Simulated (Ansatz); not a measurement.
fcc Ir, treated with PBEsol (plane waves, PAW; Ansatz, a program for electronic structure).

A relaxed, unreconstructed slab of the (100) face has 8 atoms, two equal faces of 7.339 Å² each and an energy of -94389.2568 eV. A bulk cell of 2 atoms with the same orientation and in-plane k mesh has -23598.0751 eV. Energies are extrapolated to zero smearing.

Settings: plane-wave cutoff 500 eV, 20×20×1 k mesh (along the axes of the cell as run), Fermi–Dirac smearing 0.1 eV, scalar-relativistic PAW data made under PBE.

Worked out: γ = (E_slab − N E_bulk per atom)/2A = [-94389.2568 − 8 × (-23598.0751/2)]/(2 × 7.339) = 0.2074 eV/Å². With 16.022 J/m² per eV/Å² this is 3.32 J/m², or 1.52 eV per surface cell and face.
